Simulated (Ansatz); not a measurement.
**quartet P₂O₂(+) in separate pieces: levels of theory in one basis**

```yaml
atoms:
  - { symbol: P, position_ang: [0.0000, 0.0000, 0.9661] }
  - { symbol: P, position_ang: [0.0000, 0.0000, -0.9661] }
  - { symbol: O, position_ang: [21.0000, 17.0000, 19.6230] }
  - { symbol: O, position_ang: [21.0000, 17.0000, 18.3770] }
```

Basis set: cc-pVTZ on O; cc-pV(T+d)Z on P (spherical functions). Correlated methods keep 12 orbitals frozen. Correlation on ROHF uses semicanonical orbitals with singles. Charge 1, multiplicity 4.

Computed with Ansatz (development build ahead of 0.2.0); each method stands on the lowest determinant of its kind that the runs found.

```
 method  E − E(ROHF) (eV)  <S²> of the determinant
   ROHF              0.00                     3.75
    UHF             -0.72                     4.12
UHF-MP2            -18.32                     4.12
```

**Question.** What does ROHF-MP2 give on the same scale?

**Answer.** -18.45 eV.

**Question.** Is a single determinant a sound starting point here?

**Answer.** It is doubtful. Unrestricted orbitals lower Hartree–Fock by 0.72 eV and <S²> is 4.12 where a pure state has 3.75, a sign of strong static correlation.

Caution for ROHF, ROHF-MP2: an unrestricted determinant lies well below. Caution for UHF, UHF-MP2: the unrestricted determinant is spin contaminated; the determinant breaks the point group.
